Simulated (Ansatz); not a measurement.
# H2PSi: the cost of one run

Method: def2-QZVPP, core rule «outside noble gas», up to 10 orbitals frozen; program: Ansatz 0.2.0, Gaussian basis.

The runs, in order: UHF; ROHF; CCSD(T) on UHF.

**1. What is computed**

The geometry is a PBE0/def2-TZVP stationary point (not a proven minimum) of the parent state, kept for this charge and spin.

4 atoms, charge 1, spin multiplicity 5.

Atoms are counted from 1 here; the program's logs count them from 0.

Bond lengths: Si1–P2 2.275 Å, Si1–H3 1.499 Å, P2–H4 1.427 Å. Angles: P2–Si1–H3 115.3°, Si1–P2–H4 96.5°.

**2. UHF**

The input, in.yaml:

```yaml
crystal:
  periodic: [false, false, false]
  atoms:
    - {symbol: Si, position_ang: [-0.059994, -0.083342, 1.179230]}
    - {symbol: P, position_ang: [0.000332, 0.090462, -1.088224]}
    - {symbol: H, position_ang: [0.995175, 0.691262, 1.910267]}
    - {symbol: H, position_ang: [0.666308, -1.148881, -1.327757]}
basis:
  gaussian: {orbitals: "def2-QZVPP.json"}
total_charge: 1
magnetization: {spin_polarized: true, initial_magnetization: 4}
hamiltonian: {xc: hf}
output: {orbitals: {seedname: orbitals}}
```

Command:

```bash
$ ansatz run in.yaml --threads 1 --pin off --events-out ev --progress --plain --max-ram 2393MiB
```

Q: Estimate wall time and peak memory on 1 thread of Intel Xeon Platinum 8259CL at 2.50GHz, shared host.

About 6 s, with a peak of 0.41 GiB.
